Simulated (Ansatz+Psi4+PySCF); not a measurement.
The numbers below are computed, except where a source is named.
Input for Ansatz (development build ahead of 0.2.0):

```yaml
crystal:
  periodic: [false, false, false]
  atoms:
    - { symbol: C, position_ang: [0.00587, -0.59116, 0.02585] }
    - { symbol: O, position_ang: [-0.00617, 0.78358, -0.02528] }
    - { symbol: H, position_ang: [1.05384, -0.8446, 0.01773] }
    - { symbol: H, position_ang: [-0.47224, -1.0337, 0.89933] }
    - { symbol: H, position_ang: [-0.49097, -1.02195, -0.90903] }
basis:
  gaussian: { orbitals: cc-pVTZ }
magnetization:
  spin_polarized: true
  initial_magnetization: 1
hamiltonian:
  xc: hf
correlation:
  method: mp2
  frozen_orbitals: { C: 1, H: 0, O: 1 }
scf:
  omitted_lower_state_checks: [starts, atomic_configurations, cluster_reference, orbital_swaps, given_window_search, neighbouring_geometries, increment]
```

The input is written out in the form of the current development build from the run's settings.

Output:

| Item | Value |
| --- | --- |
| Converged | yes |
| Reference energy | -114.46395 hartree |
| Correlation energy | -0.36825 hartree |
| Total energy | -114.83220 hartree |
| Spin squared of the determinant | 0.759 |
| Stability test | minimum |
